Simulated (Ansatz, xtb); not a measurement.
# Ranking isomers of CH2N−

4 gas-phase structures of CH2N−, found in a search over its isomers (lower ones may exist). Each was relaxed with GFN2-xTB:

A. `[H]/[C-]=N/[H]`, a singlet
B. a singlet given by its coordinates
C. `[H]/[C-]=N\[H]`, a singlet
D. `C=[N-]`, a singlet

B (Å):

```yaml
atoms:
  - { symbol: C, position_ang: [-0.7545, 0.2867, 0.0227] }
  - { symbol: N, position_ang: [-1.7263, 0.8126, -0.4014] }
  - { symbol: H, position_ang: [0.1548, -0.5569, -0.8097] }
  - { symbol: H, position_ang: [-0.2418, 0.2254, 1.0003] }
```

Close contacts (Å): C1–N2 1.18, C1–H3 1.49, C1–H4 1.11.

Which do you expect lowest at r2SCAN-D4/def2-SVPD, and how would the others follow?

Calculated order at r2SCAN-D4/def2-SVPD: D (0.0), B (8.8), A (10.5), C (16.1) kcal/mol.

Energies above the lowest of each column, in kcal/mol; the last columns are at PBE-D3(BJ)/def2-SVPD geometries and were run for some of them only (a dash: not run or not comparable):

```json
{"structure": "D", "GFN2-xTB": "0.0", "HF/STO-3G": "0.0", "r2SCAN-D4/def2-SVPD": "0.0", "PBE-D3(BJ)/def2-SVPD": "0.0", "CCSD(T)/def2-TZVPPD": "0.0"}
{"structure": "B", "GFN2-xTB": "0.6", "HF/STO-3G": "25.3", "r2SCAN-D4/def2-SVPD": "8.8", "PBE-D3(BJ)/def2-SVPD": "–", "CCSD(T)/def2-TZVPPD": "–"}
{"structure": "A", "GFN2-xTB": "27.4", "HF/STO-3G": "13.2", "r2SCAN-D4/def2-SVPD": "10.5", "PBE-D3(BJ)/def2-SVPD": "11.0", "CCSD(T)/def2-TZVPPD": "8.2"}
{"structure": "C", "GFN2-xTB": "20.8", "HF/STO-3G": "21.9", "r2SCAN-D4/def2-SVPD": "16.1", "PBE-D3(BJ)/def2-SVPD": "14.5", "CCSD(T)/def2-TZVPPD": "12.6"}
```

Every level run on D puts it lowest or level with the lowest. Frequencies (PBE-D3(BJ)/def2-SVPD) were run for A, C, D alone. Large T1 diagnostics make some coupled-cluster values less sure.

Over these structures GFN2-xTB departs from r2SCAN-D4/def2-SVPD by 7.5 kcal/mol on average once a common shift is removed. A GFN2-xTB relaxation took about 1.1 s and the r2SCAN-D4/def2-SVPD energy about 3.2 s on a shared host (Ansatz 0.2.0, xtb 6.7.1).
